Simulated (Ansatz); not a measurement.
C6H10 can be A, `C#CCCCC`, or B, `CC#CCCC`.

Gas-phase electronic energies from Ansatz, PBE0-D4/def2-TZVP geometries. CCSD(T)/CBS adds triple-zeta CCSD(T) − MP2 to the extrapolated MP2 energy (def2 sets, frozen cores). DFT in def2-TZVPP. B3LYP here is the variant with VWN-RPA as its local correlation; programs differ in this. Each species was taken in one conformer, which may not be the lowest.

**Question.** Which isomer does CCSD(T)/CBS put lower? Give the gap. (Best estimate.)

**Answer.** Ansatz gave: B, by 17.4 kJ/mol.

**Question.** Give E(B) − E(A) in kJ/mol with LDA (SPW92), r2SCAN-D4, B3LYP-D4, B2PLYP, ωB97M-V, CCSD(T)/def2-SVP, CCSD(T)/def2-TZVPP. (Estimate.)

**Answer.** Ansatz gave: LDA (SPW92) -27.5, r2SCAN-D4 -24.9, B3LYP-D4 -24.6, B2PLYP -23.5, ωB97M-V -20.2, CCSD(T)/def2-SVP -20.2, CCSD(T)/def2-TZVPP -17.8. None reverses the order clearly.

**Question.** Does the order hold for the free energy at 298.15 K (harmonic terms from PBE0-D4)? (An estimate is asked.)

**Answer.** Computed: Yes: G(B) − G(A) = -21.6 kJ/mol, for one conformer each. Modes under 60 cm⁻¹, often nearly free rotors, make the harmonic entropy too high.

Largest T1 diagnostic: 0.010.

In def2-TZVPP, CCSD(T) changes the Hartree–Fock value by +5.4 kJ/mol (the triples alone add +0.5 kJ/mol) and MP2 by +3.4 kJ/mol. Leaving LDA and LC-ωPBE aside and taking each functional with its dispersion term where it has one, the values, not all of them listed here, spread over 6.7 kJ/mol, from PBE-D4 to ωB97M-V.
